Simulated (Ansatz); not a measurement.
Vanadium, bcc: convergence with the k-point mesh

Computed with Ansatz, r²SCAN, scalar-relativistic PAW, on the relaxed cell (a = 2.984 Å; spin not included). Errors count from a run at 500 eV on a Γ-centred 24×24×24 mesh with Fermi-Dirac smearing of 0.1 eV, extrapolated to zero width. Fixed here: cutoff 500 eV, Fermi-Dirac width 0.1 eV. The SCF starts from atomic densities corrected by a trained network.

```json
{"k-mesh": "2×2×2", "E(σ→0) error (meV/atom)": "-477.2", "P (GPa)": "-26.36", "SCF iterations": "6"}
{"k-mesh": "4×4×4", "E(σ→0) error (meV/atom)": "-116.1", "P (GPa)": "-1.49", "SCF iterations": "6"}
{"k-mesh": "5×5×5", "E(σ→0) error (meV/atom)": "37.5", "P (GPa)": "1.71", "SCF iterations": "6"}
{"k-mesh": "7×7×7", "E(σ→0) error (meV/atom)": "-5.8", "P (GPa)": "0.18", "SCF iterations": "6"}
{"k-mesh": "9×9×9", "E(σ→0) error (meV/atom)": "3.7", "P (GPa)": "0.18", "SCF iterations": "6"}
{"k-mesh": "12×12×12", "E(σ→0) error (meV/atom)": "5.9", "P (GPa)": "0.13", "SCF iterations": "6"}
{"k-mesh": "16×16×16", "E(σ→0) error (meV/atom)": "1.2", "P (GPa)": "0.19", "SCF iterations": "6"}
{"k-mesh": "21×21×21", "E(σ→0) error (meV/atom)": "0.0", "P (GPa)": "0.06", "SCF iterations": "6"}
```

Within 5 meV/atom of the last row: from 16×16×16 on.
